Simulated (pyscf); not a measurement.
Optimised with ωB97X-D3(BJ)/def2-SVP in PySCF.

H₃C–O–CH₃ + H• -> •H₂C–O–CH₃ + H₂
Surface: doublet. Broken: C–H. Formed: H–H. Give ΔE‡ and ΔE from ωB97M-D3(BJ)/def2-TZVP, relative to the separated reactants.

ΔE‡ = 33.2 kJ/mol, ΔE = -24.4 kJ/mol. Zero-point energy shifts the barrier by -6.2 kJ/mol. It is a hydrogen abstraction, with an imaginary mode of 1378i cm⁻¹. H₃C–O–CH₃ lies 47.7 kJ/mol over its isomer H₃C–CH₂–OH (electronic energy, ωB97M-D3(BJ)/def2-TZVP). •H₂C–O–CH₃ lies 53.8 kJ/mol over its isomer H₃C–CH•–OH (electronic energy, ωB97M-D3(BJ)/def2-TZVP). This is the saddle that the search found; another between the same sides may lie lower. The angle at the transferred H is 176°.
